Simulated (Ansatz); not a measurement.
# AlO2+ (triplet): wave-function methods side by side, def2-TZVPP

An exercise on one series of results from a longer session: the logs are not shown, and one member is left open.

Program: Ansatz 0.2.0, Gaussian basis. Level of theory: def2-TZVPP, core rule «outside noble gas», up to 7 orbitals frozen. These are calculated values, not measurements.

The runs, in order: UHF; ROHF; CCSD(T) on UHF.

2 further runs of the same task are left out: 2 set aside as unsound or not needed.

**The system**

The geometry is a PBE0/def2-TZVP stationary point (not a proven minimum) of the parent state, kept for this charge and spin.

3 atoms, charge 1, spin multiplicity 3.

Atoms are counted from 1 here; the program's logs count them from 0.

Bond lengths: Al1–O2 1.646 Å, Al1–O3 1.646 Å. Angles: O2–Al1–O3 180.0°.

Set-up of the first run:

Contents of in.yaml:

```yaml
crystal:
  periodic: [false, false, false]
  atoms:
    - {symbol: Al, position_ang: [0.000000, 0.000000, 0.000000]}
    - {symbol: O, position_ang: [0.000000, 0.000000, -1.645900]}
    - {symbol: O, position_ang: [0.000000, 0.000000, 1.645900]}
basis:
  gaussian: {orbitals: def2-TZVPP}
total_charge: 1
magnetization: {spin_polarized: true, initial_magnetization: 2}
hamiltonian: {xc: hf}
output: {orbitals: {seedname: orbitals}}
```

Started as:

```bash
> ansatz run in.yaml --threads 1 --pin off --events-out ev --progress --plain --max-ram 4096MiB --backend cpu
```

Among the steps run: UHF; ROHF; CCSD(T) on UHF.

One table of the session follows, with a row left open; its other results are not shown here.

| method | from UCCSD(T) (kcal/mol) |
| --- | --- |
| ROHF | +286.61 |
| UHF | ? |
| UMP2 | +23.24 |
| UCCSD | +8.63 |
| UCCSD(T) | 0 |

**Question.** Estimate the row for UHF.

The run gave: from UCCSD(T) (kcal/mol): +281.03. In the column «from UCCSD(T) (kcal/mol)» it lies between UMP2 (+23.24) and ROHF (+286.61).
